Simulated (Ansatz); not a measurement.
The first iterations of a band of AlF$_{2}$H (4 atoms, charge 0, multiplicity 1).

The calculation used RKS r2SCAN-D4/6-31G* (Ansatz).

```yaml
movable_images: 9
climbing_image: yes
spring: 5.0 eV/Å²
optimiser: quadratic models (default)
start_path: through a guess of the saddle point
force_threshold: 0.5 eV/Å
iteration_limit: 60
end_points: relaxed
```

Initial state:

```xyz
4
Properties=species:S:1:pos:R:3
Al 0.374 0.000 0.251
H 0.320 0.000 1.818
F 1.811 0.000 -0.553
F -1.005 0.000 -0.650
```

Final state:

```xyz
4
Properties=species:S:1:pos:R:3
Al -0.855 0.000 0.425
H 1.667 0.000 1.303
F 1.473 0.000 0.381
F -0.786 0.000 -1.243
```

| iteration | highest image above the first end (eV) | largest band force component (eV/Å) |
| --- | --- | --- |
| 1 | 4.191 | 10.378 |
| 2 | 3.573 | 5.052 |

Q: Does the band converge within its limit, and where does its top end?

A: The forces met the threshold. It ended after 7 iterations with the highest image 3.168 eV above the first end. The threshold of 0.5 eV/Å is loose, so the images may lie well off the minimum-energy path. Another band between the same ends (9 images) ends at a top of the same energy, where a vibrational analysis finds 1 clearly imaginary mode. The orbitals stay closed-shell, which can raise the energy where a bond breaks towards radicals; this wasn't checked here.

Time of the run: 100 s on 1 thread of Arm Neoverse V2, on a shared host, peak memory 0.11 GiB.
